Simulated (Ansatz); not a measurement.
# Europium, bcc: convergence with Gaussian smearing

Computed with Ansatz, PBE, scalar-relativistic PAW, on the relaxed cell (a = 4.388 Å; ferromagnetic, net 7.27 μB per atom). Errors count from a run at 420 eV on a Γ-centred 13×13×13 mesh with Fermi-Dirac smearing of 0.05 eV, extrapolated to zero width. Fixed here: cutoff 420 eV, mesh 10×10×10.

| width (eV) | E(σ→0) error (meV/atom) | F error (meV/atom) | P (GPa) | sphere moment (μB) | SCF iterations |
| --- | --- | --- | --- | --- | --- |
| 0.01 | 1.8 | 1.7 | -0.18 | 7.02 | 17 |
| 0.03 | 1.7 | 1.2 | -0.13 | 7.02 | 21 |
| 0.1 | 1.1 | -2.8 | -0.05 | 7.04 | 20 |
| 0.2 | 1.7 | -14.3 | -0.01 | 7.04 | 20 |
| 0.3 | 8.2 | -37.1 | 0.02 | 7.04 | 23 |
| 1.0 | 11.0 | -576.7 | 0.12 | 6.98 | 18 |

What does the run at 0.6 give (width)?

E(σ→0) error (meV/atom): 23.9; F error (meV/atom): -193.6; P (GPa): 0.08; sphere moment (μB): 7.04; SCF iterations: 24.
